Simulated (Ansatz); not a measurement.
# Relaxing BeSn₃

The calculation used DFT PBE, scalar-relativistic, plane waves, PAW in Ansatz. Cutoff 420 eV, Γ-centred k mesh, Gaussian smearing, no spin polarisation in the final step.

The start puts BeSn₃ on the Cu3Au (L1_2) structure type (Pm-3m, No. 221), with Be in place of Au, Sn in place of Cu, at a guessed volume.

```yaml
crystal:
  lattice:
    - [4.35896, 0.00000, 0.00000]
    - [0.00000, 4.35896, 0.00000]
    - [0.00000, 0.00000, 4.35896]
  atoms:
    - { symbol: Be, position: [0.00000, 0.00000, 0.00000] }
    - { symbol: Sn, position: [0.00000, 0.50000, 0.50000] }
    - { symbol: Sn, position: [0.50000, 0.00000, 0.50000] }
    - { symbol: Sn, position: [0.50000, 0.50000, 0.00000] }
```

Cell and atoms relax at zero pressure; the relaxation can't lower the symmetry of the start. After a coarse first stage the cell is made exact in the group found at 0.06 Å.

Formation energies are uncorrected and refer to the elements' standard structures at the same level.

**Question.** What does it relax into?

**Answer.** It keeps Pm-3m (No. 221). The result has the Cu3Au (L1_2) structure. Conventional cell: a = 4.567 Å. Around Be lie 12 Sn at 3.23 Å; Sn has 4 Be at 3.23 Å and 8 Sn at 3.23 Å.

Space group Pm-3m (No. 221). a = 4.567 Å, b = 4.567 Å, c = 4.567 Å, α = 90.00°, β = 90.00°, γ = 90.00°
| atom | site | symmetry | x | y | z |
| --- | --- | --- | --- | --- | --- |
| Be | 1a | m-3m | 0.0000 | 0.0000 | 0.0000 |
| Sn | 3c | 4/mm.m | 0.0000 | 0.5000 | 0.5000 |

**Question.** What are its volume, energy, density and gap?

**Answer.** The volume per atom is 23.82 Å³, the density is 6.36 g/cm³ and the energy over the elements is 0.49 eV/atom. The gap on the 10×10×10 mesh is 0 eV (a metal).

The final run used a 10×10×10 mesh on its 4-atom cell and 0.10 eV smearing. The k mesh leaves about 4 meV/atom of noise in metals. Symmetry constrained the relaxation, so the result can be a saddle point.

Cost: 3 runs of about 0.55 core-minutes in all, on Arm Neoverse V2 (shared hosts).